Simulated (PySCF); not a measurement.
Atomic charges against the basis set

Cyclobutanol, C4H8O.
Cartesian coordinates in Å at the PBE0-D3(BJ)/def2-SVP level; atoms count from 1:
```
atom  x, y, z in Å
O1     1.3795    1.5107   -0.2561
C2     0.5058    0.5977    0.3309
C3    -0.9228    0.6205   -0.2170
C4    -0.9550   -0.9115   -0.0556
C5     0.5856   -0.8946   -0.0533
H6     2.2270    1.4558    0.1969
H7     0.4879    0.7038    1.4344
H8    -1.6753    1.2316    0.3027
H9    -0.8935    0.9118   -1.2781
H10   -1.3612   -1.2098    0.9232
H11   -1.4606   -1.5010   -0.8336
H12    0.9842   -0.9765   -1.0765
H13    1.1289   -1.5906    0.6042
```

PBE0 throughout (PySCF), one geometry, spherical d and f functions. The structure is a single PBE0-D3(BJ)/def2-SVP conformer in the gas phase; no vibrational or solvent corrections. Atoms taken as equivalent share a column and are averaged. The first 7 of 10 kinds of atom are listed.

Mulliken charges (e):

| basis | functions | O1 | C2 | C3/C5 | C4 | H6 | H7 | H8/H13 |
| --- | --- | --- | --- | --- | --- | --- | --- | --- |
| STO-3G | 33 | -0.291 | +0.032 | -0.157 | -0.148 | +0.202 | +0.061 | +0.072 |
| 6-31G | 61 | -0.614 | +0.070 | -0.339 | -0.330 | +0.370 | +0.150 | +0.162 |
| pcSseg-0 | 61 | -0.651 | +0.013 | -0.481 | -0.503 | +0.370 | +0.233 | +0.237 |
| 6-31G* | 86 | -0.651 | +0.133 | -0.364 | -0.349 | +0.413 | +0.140 | +0.167 |
| def2-SVP | 110 | -0.292 | +0.017 | -0.031 | -0.104 | +0.171 | +0.020 | +0.039 |
| cc-pVDZ | 110 | -0.256 | +0.047 | -0.034 | -0.089 | +0.142 | +0.009 | +0.029 |
| 6-311+G(2d,p) | 183 | -0.422 | +0.143 | -0.348 | -0.154 | +0.269 | +0.102 | +0.109 |
| aug-cc-pVDZ | 187 | -0.570 | +0.884 | +0.613 | +0.762 | +0.106 | -0.378 | -0.326 |
| def2-TZVP | 203 | -0.426 | +0.013 | -0.164 | -0.229 | +0.305 | +0.061 | +0.105 |
| IGLO-III | 255 | -0.437 | +0.070 | -0.208 | -0.245 | +0.274 | +0.074 | +0.102 |
| cc-pVTZ | 262 | -0.321 | +0.094 | -0.177 | -0.187 | +0.198 | +0.049 | +0.087 |

IAO charges (e):

```
        basis  functions      O1      C2   C3/C5      C4      H6      H7  H8/H13
       STO-3G         33  -0.337  -0.006  -0.270  -0.256  +0.246  +0.108  +0.128
        6-31G         61  -0.523  +0.069  -0.290  -0.274  +0.345  +0.115  +0.135
     pcSseg-0         61  -0.500  +0.060  -0.296  -0.280  +0.334  +0.117  +0.137
       6-31G*         86  -0.531  +0.102  -0.278  -0.260  +0.345  +0.103  +0.127
     def2-SVP        110  -0.529  +0.103  -0.273  -0.254  +0.345  +0.102  +0.124
      cc-pVDZ        110  -0.531  +0.103  -0.280  -0.261  +0.348  +0.104  +0.128
6-311+G(2d,p)        183  -0.559  +0.101  -0.286  -0.268  +0.361  +0.111  +0.132
  aug-cc-pVDZ        187  -0.559  +0.102  -0.285  -0.267  +0.361  +0.110  +0.132
    def2-TZVP        203  -0.555  +0.103  -0.286  -0.268  +0.359  +0.110  +0.132
     IGLO-III        255  -0.560  +0.101  -0.287  -0.269  +0.362  +0.111  +0.132
      cc-pVTZ        262  -0.553  +0.103  -0.287  -0.269  +0.359  +0.109  +0.132
```

Some averages cover members that differ in this geometry, most widely: C3/C5, Mulliken in aug-cc-pVDZ +0.583 to +0.643; C3/C5, IAO in pcSseg-0 -0.309 to -0.283; C3/C5, IAO in 6-31G -0.302 to -0.277 e.

Question: Which scheme is steadiest as the basis changes?

Answer: Largest range over the bases for any column: IAO 0.22 e, Mulliken 1.27 e. IAO charges move least and Mulliken charges most, counted in e. Without the minimal STO-3G basis the ranges are IAO 0.06, Mulliken 1.27 e.

Question: How much do the charges still move between the two largest bases, IGLO-III and cc-pVTZ?

Answer: At most, over all atoms: Mulliken 0.117 e, IAO 0.007 e.

Question: What do the same runs give for the total energy, the frontier levels and the dipole moment?

Answer: 
```tsv
basis	energy (Eh)	HOMO (eV)	LUMO (eV)	μ (D)
STO-3G	-229.2620	-4.08	8.76	1.25
6-31G	-232.0857	-7.26	2.29	1.78
pcSseg-0	-231.6059	-7.39	1.88	1.80
6-31G*	-232.1513	-7.21	2.43	1.48
def2-SVP	-231.9925	-7.38	1.69	1.45
cc-pVDZ	-232.1732	-7.28	1.76	1.38
6-311+G(2d,p)	-232.2311	-7.59	0.24	1.54
aug-cc-pVDZ	-232.1938	-7.57	-0.10	1.47
def2-TZVP	-232.2485	-7.54	1.07	1.48
IGLO-III	-232.2565	-7.58	0.65	1.46
cc-pVTZ	-232.2432	-7.49	1.15	1.41
```

The dipole is fixed by the density alone, so its range of 0.55 D shows that the density itself changes with the basis, not only its division among atoms.
